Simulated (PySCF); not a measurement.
## Basis and Hamiltonian dependence of the electron affinity of C

C⁻ [He] 2s2 2p3 (4S) → C [He] 2s2 2p2 (3P). All values are computed (PySCF 2.14, energy differences of UHF-based or UKS calculations, no spin-orbit coupling). Values in eV.

| basis | Hamiltonian | functions | UHF | PBE | PBE0 | MP2 (valence) | CCSD(T) (valence) | CCSD(T) (valence and next inner shell) |
| --- | --- | --- | --- | --- | --- | --- | --- | --- |
| aug-cc-pwCVDZ | non-relativistic | 27 | 0.469 | 1.573 | 1.415 | 1.190 | 1.143 | 1.148 |
| ANO-RCC-VTZP | spin-free X2C | 30 | 0.158 | 1.007 | 0.962 | 0.858 | 0.781 | 0.789 |
| def2-TZVPPD | non-relativistic | 37 | 0.309 | 1.204 | 1.133 | 1.031 | 0.964 | 0.971 |
| dyall-av2z | non-relativistic | 42 | 0.460 | 1.602 | 1.425 | 1.189 | 1.144 | n/a |
| aug-cc-pVTZ | non-relativistic | 46 | 0.453 | 1.578 | 1.412 | 1.265 | 1.218 | n/a |
| aug-cc-pCVTZ-DK | spin-free X2C | 59 | 0.451 | 1.576 | 1.409 | 1.263 | 1.217 | 1.222 |
| dyall-av3z | spin-free X2C | 71 | 0.449 | 1.606 | 1.421 | 1.262 | 1.219 | n/a |
| dyall-av3z | non-relativistic | 71 | 0.452 | 1.609 | 1.424 | 1.265 | 1.221 | n/a |
| x2c-QZVPPall with one added diffuse shell each of s, p, d, f type | spin-free X2C | 73 | 0.448 | 1.587 | 1.412 | 1.275 | 1.228 | 1.236 |
| dyall-acv3z | non-relativistic | 76 | 0.452 | 1.608 | 1.424 | 1.265 | 1.221 | 1.225 |
| dyall-acv3z | spin-free X2C | 76 | 0.449 | 1.606 | 1.421 | 1.262 | 1.219 | 1.223 |
| aug-cc-pVQZ with one added diffuse shell each of s, p, d, f, g type | non-relativistic | 105 | 0.452 | 1.630 | 1.427 | 1.289 | n/a | n/a |
| aug-cc-pCVQZ-DK | spin-free X2C | 109 | 0.448 | 1.584 | 1.412 | 1.283 | n/a | n/a |
| aug-cc-pV5Z | non-relativistic | 127 | 0.451 | 1.597 | 1.419 | 1.295 | n/a | n/a |

Extrapolation of MP2 (valence) from aug-cc-pCVTZ-DK and aug-cc-pCVQZ-DK: the correlation parts are 0.812 and 0.835 eV; with the X⁻³ form and unrounded values, (4³ × 0.835 − 3³ × 0.812)/(4³ − 3³) = 0.852 eV, and adding the Hartree-Fock value 0.448 eV of the larger basis gives 1.300 eV.

Frozen in the all-electron rows: valence: 1s2; valence and next inner shell: nothing.

In most of these bases the highest occupied level of the anion is positive at PBE, PBE0, so the basis helps to hold the electron.

Reference for a calculation without spin-orbit coupling: 1.262 eV (measured; photodetachment measurements, as compiled on the Wikipedia data page of electron affinities).
